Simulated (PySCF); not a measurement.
Telling isomers of C10H9N apart by NMR

PySCF 2.14.0 with density-fitted response routines calculation with J: B3LYP/pcJ-1 (spin–dipole term left out of most H,H and C,H couplings), PBE0-D3(BJ)/def2-SVP geometry and PBE0/pcSseg-1 with gauge-including orbitals; non-relativistic, no solvent, rapidly exchanging positions averaged, a single conformation.

Referencing at the same level of theory: TMS for $^{1}$H (σref 31.27) and $^{13}$C (σref 184.41). Multiplet labels drop J under 1 Hz and among equivalent protons, and merge close values. Unscaled 3J(H,H) run several per cent high. Shifts are as computed. Against solution values, carbons near 30 ppm lie about +2 ppm off and those near 130 ppm about +5 ppm (rms about the fit 1.9 ppm; single classes can miss by 10 ppm). Of 1328 compounds with measured shifts, 309 miss one by over three times the rms of a fit or turn the order of signals round; such compounds aren't used in these exercises. Signals without a measured value on file couldn't be tested in this way; 1H shifts scatter by 0.2 ppm about their fit, and single ones miss by 0.5 ppm.

(1) Tabulate the signals of `c1ccc(-n2cccc2)cc1`, `N#C/C=C\[C@]12C=C[C@H](C=C1)C2` and their relative energies.

(2) What is the quickest way to tell c1ccc(-n2cccc2)cc1 from N#C/C=C\[C@]12C=C[C@H](C=C1)C2?

Answers

(1) 
```json
{"SMILES": "c1ccc(-n2cccc2)cc1", "carbon types": "1×C 9×CH", "δC": "146.7, 135.2, 130.6, 126.2, 122.5, 117.1", "δH": "7.54 (m, 2H), 7.41 (m, 2H), 7.34 (m, 1H), 6.94 (m, 2H), 6.51 (m, 2H)", "E rel. (kcal/mol)": "0.0"}
{"SMILES": "N#C/C=C\\[C@]12C=C[C@H](C=C1)C2", "carbon types": "2×C 7×CH 1×CH2", "δC": "169.1, 157.3, 153.4, 121.2, 108.2, 82.7, 65.3, 54.1", "δH": "7.28 (d, 2H), 7.10 (dd, 2H), 6.99 (d, 1H), 5.54 (d, 1H), 3.49 (tt, 1H), 2.01 (d, 2H)", "E rel. (kcal/mol)": "65.4"}
```

Energies are electronic energies at PBE0/pcSseg-1 on these geometries, without zero-point or thermal terms, each for the one conformer computed, which needn't be the lowest.

(2) Count the carbon signals: 6 against 8. The first has an aromatic carbon bearing nitrogen (C) at 146.7 ppm, the second an sp3 CH2 in a ring at 82.7 ppm. Their most deshielded carbons lie at 146.7 and 169.1 ppm.
